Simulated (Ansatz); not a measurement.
[BMeH3]- (CH₆B⁻). Charge -1, multiplicity 1. Geometry relaxed at PBE-D4/def2-TZVPD.

```xyz
8

B     0.4023   -0.5494   -0.4572
C    -0.4073    0.5562    0.4629
H     0.2733    1.1871    1.0704
H    -1.1099    0.0836    1.1794
H    -1.0142    1.2568   -0.1462
H    -0.3983   -1.2395   -1.1236
H     1.0737   -1.3170    0.2647
H     1.1804    0.0221   -1.2504
```

**Question.** Estimate the harmonic wavenumbers at RKS PBE-D4/def2-TZVPD (Ansatz, unscaled). Is this a minimum?

**Answer.** 271, 615, 615, 798, 987, 987, 1090, 1115, 1115, 1216, 1420, 1420, 2185, 2185, 2202, 2874, 2920, 2920 cm⁻¹. Yes, no mode is imaginary beyond noise. Zero-point energy 161.1 kJ/mol. Hardware: 2 threads of Arm Neoverse V1 on a shared host. Wall time 38 s.
